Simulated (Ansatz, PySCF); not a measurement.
Molecule: lithium fluoride, LiF, net charge 0, singlet state. 
Coordinates optimised at B3LYP-D3(BJ)/def2-TZVP (Ansatz, an electronic-structure program):
```
Li
F 1 1.5615
```
Charge 0, spin multiplicity 1.


Wanted: enthalpy of formation at 298 K (from the atomisation energy, B3LYP-D3(BJ)/def2-TZVP harmonic zero-point and thermal terms from PySCF, and the atoms' enthalpies of formation in the G2/97 table; no spin-orbit terms, and no core term in the frozen-core levels), in eV. Correlated levels leave the core frozen unless marked. UHF or UKS for open shells. No spin-orbit coupling. No relativistic terms. The coupled-cluster limit lacks core correlation, which all-electron functionals hold. CBS marks a two-point X^-3 extrapolation of the correlation energy; Hartree-Fock from the larger set.

```
level                        program  enthalpy of formation at 298 K (eV)
--------------------  --------------  -----------------------------------
HF-D3(BJ)/def2-TZVPD   PySCF + dftd3                                -1.47
B3LYP-D4/def2-TZVPD   Ansatz + dftd4                                -3.41
```

**Question.** Estimate the value at CCSD(T)/CBS(def2-TZVPPD,def2-QZVPPD) as computed with Ansatz.

**Answer.** -3.47 eV, so B3LYP-D4/def2-TZVPD differs from it by 0.06 eV.
